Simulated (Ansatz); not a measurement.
Cost and result for the atomization energy of C$_{4}$H$_{4}$OS (`Oc1ccsc1`) (10 atoms, 10 bonds).

```xyz
10

O     0.102   -1.558    1.286
C    -0.058   -0.547    0.398
C     0.971    0.413    0.227
C     0.639    1.352   -0.702
S    -0.906    1.076   -1.363
C    -1.142   -0.316   -0.401
H    -0.681   -2.115    1.280
H     1.902    0.390    0.775
H     1.228    2.194   -1.030
H    -2.056   -0.888   -0.470
```

Charge 0, multiplicity 1. The structure was optimised at the PBE0-D4/def2-TZVP level. It is one conformer, not always the lowest. Program: Ansatz. All runs use 4 threads of an Intel Xeon on a shared host. Times are those of one run each, without the atoms' runs, and a repeat can differ threefold. Electronic energies, without spin–orbit coupling; frozen cores. CCSD(T)/CBS adds CCSD(T) − MP2 in def2-TZVPP to the MP2 limit, and its time is that of the two runs behind it. T1 = 0.013; the RHF reference is unstable towards UHF. HSE06 is the plane-wave form, built on full-range PBE exchange.

CCSD(T)/CBS is a level of theory with its own doubt, some kJ/mol a heavy atom from the limit and from the frozen cores, so smaller differences don't rank the functionals.

```csv
level,functions,wall time,atomization (kJ/mol),difference from CCSD(T)/CBS,per bond
LDA (SPW92)/def2-TZVPP,253,1.2 s,5259.2,818.1,81.8
revPBE-D4/def2-TZVPP,253,1.7 s,4517.6,76.5,7.6
BLYP-D4/def2-TZVPP,253,1.8 s,4467.7,26.6,2.7
PBE0-D4/def2-TZVPP,253,2.5 s,4527.5,86.4,8.6
HSE06-D4/def2-TZVPP,253,3.2 s,4532.2,91.1,9.1
r2SCAN-D4/def2-TZVPP (with forces),253,3.6 s,4496.6,55.5,5.5
CCSD(T)/def2-SVP,108,4.6 s,4213.0,-228.1,-22.8
PBE-QIDH/def2-TZVPP,253,5.5 s,4467.3,26.2,2.6
B97M-V/def2-TZVPP,253,6 s,4478.3,37.2,3.7
ωB97X-V/def2-TZVPP,253,6.5 s,4456.6,15.5,1.5
MP2/def2-QZVPP,475,22 s,4549.8,108.7,10.9
CCSD(T)/def2-TZVPP,253,95 s,4314.3,-126.8,-12.7
CCSD(T)/CBS(def2),–,120 s,4441.1,0.0,0.0
```

From BLYP to BHLYP (50 % exact exchange), in def2-TZVPP and without D4, the atomization energy moves by −179.4 kJ/mol: exact exchange takes away binding that semilocal exchange gives to molecules. The D4 term adds +42.5 kJ/mol with B3LYP and +21.9 kJ/mol with PBE0; it sums over pairs of atoms, weighted by their polarisabilities, and B3LYP, whose exchange is more repulsive, gets the larger term. In def2-TZVPP, CCSD(T) changes the Hartree–Fock value by +1206.5 kJ/mol (the triples alone add +103.6 kJ/mol) and MP2 by +1367.4 kJ/mol; breaking electron pairs costs correlation energy, which Hartree–Fock lacks.

B3LYP here is the variant with VWN-RPA as its local correlation; programs differ in this.
